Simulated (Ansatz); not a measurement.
C4H6O can be A, `C=COC=C`, or B, `C=C=CCO`.

Isolated molecules relaxed with PBE0-D4/def2-TZVP in Ansatz; ΔE leaves out vibrations. CBS: MP2 limit from def2 TZ/QZ plus the TZ coupled-cluster correction, frozen cores. Functionals use def2-TZVPP. B3LYP here is the variant with VWN-RPA as its local correlation; programs differ in this. Each species was taken in one conformer, which may not be the lowest.

Task: Which isomer does CCSD(T)/CBS put lower? Give the gap. (Estimate.)

Result: Ansatz gave: A, by 24.1 kJ/mol.

Task: Give E(B) − E(A) in kJ/mol with BLYP-D4, MP2/def2-TZVPP, LDA (SPW92), B2PLYP, B3LYP-D4, B3LYP, HF/def2-TZVPP. (Estimate.)

Result: Ansatz gave: BLYP-D4 27.7, MP2/def2-TZVPP 23.6, LDA (SPW92) 31.0, B2PLYP 26.1, B3LYP-D4 27.2, B3LYP 25.4, HF/def2-TZVPP 28.9. None reverses the order clearly.

Task: Does the order hold for the free energy at 298.15 K (harmonic terms from PBE0-D4)? (An estimate is asked.)

Result: Ansatz gave: Yes: G(B) − G(A) = +22.2 kJ/mol, for one conformer each.

Largest T1 diagnostic: 0.013.

Leaving LDA and LC-ωPBE aside and taking each functional with its dispersion term where it has one, the values, not all of them listed here, spread over 5.8 kJ/mol, from HSE06-D4 to CAM-B3LYP-D4. LDA lies +7.5 kJ/mol from PBE without D4. At CCSD(T), def2-SVP lies +10.4 kJ/mol from the extrapolated value and def2-TZVPP +1.7 kJ/mol.
